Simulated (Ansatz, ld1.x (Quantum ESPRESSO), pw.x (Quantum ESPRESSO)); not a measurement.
## Os: does the TM potential hold in the solid?

- Element: osmium (Os)
- Generator: ld1.x (Quantum ESPRESSO) 7.5
- Type: norm-conserving Troullier–Martins (Kleinman–Bylander form)
- Functional: PBEsol
- Relativity: scalar-relativistic
- Frozen core: [Xe] 4f14
- Valence charge: 8
- Reference configuration: 5d6 6s1.5 6p0 (charge +0.5)
- Partial waves: 6s (bound): rc 1.95 bohr; 6p (bound, empty): rc 3.45 bohr; 5d (bound): rc 2.50 bohr
- Local potential: the d channel
- Core correction: Bessel-smoothed model core inside 1.45 bohr

Crystal test: bcc Os in pw.x 7.5, no spin, 15³ k-points, Fermi–Dirac smearing 0.01 Ry, cutoffs 60/240 Ry. The reference is all-electron LAPW (Ansatz 0.2.0) with the same functional, mesh and smearing; V0 and B0 come from Birch–Murnaghan fits to the pressures at five volumes. Errors are pseudo minus all-electron; Δ is the rms difference of the E(V) curves that follow from these fits, minima aligned, over ±6 % about the mean V0. Mesh and smearing are coarse, so the numbers serve the comparison and aren't converged zero-temperature values; the lattice is a test structure that the element need not adopt.

| V (Å³/atom) | P all-electron (GPa) | P pseudo (GPa) |
| --- | --- | --- |
| 13.631 | 22.64 | 28.17 |
| 13.989 | 10.78 | 16.30 |
| 14.348 | 0.50 | 5.84 |
| 14.707 | -8.41 | -3.37 |
| 15.065 | -16.11 | -11.48 |

All-electron: a0 = 3.063 Å (V0 = 14.37 Å³/atom), B0 = 379.8 GPa.

Pseudopotential: mean pressure error (GPa): +5.21; a0 (Å): 3.077; a0 error (%): +0.47; B0 error (%): -3.1; Δ (meV/atom): 16.3. The largest radius (3.45 bohr) exceeds half the bond length (2.51 bohr), so the spheres overlap, which is one possible source of error among others. Note: ghost states, extra bound levels that the all-electron valence spectrum of the same l lacks: s at -40.7 eV, p at -5.8 eV. A true bound ghost makes a file unfit for plane-wave use. Atomic configuration tests: 2 of 7 tests not solved or not reliable.

At the middle volume, how do free energy and pressure move when the wave cutoff is lowered (ecutrho kept at four times it)?

```tsv
cutoff (Ry)	shift of F (meV/atom)	shift of P (GPa)
27	+1031.3	-7.83
36	+356.4	-18.22
48	+13.0	-0.50
```

The run at the middle volume (120 k-points, 11 iterations) took about 10 s on one core of a shared host (Neoverse-V2, 192 threads, 742 GiB, load 44).
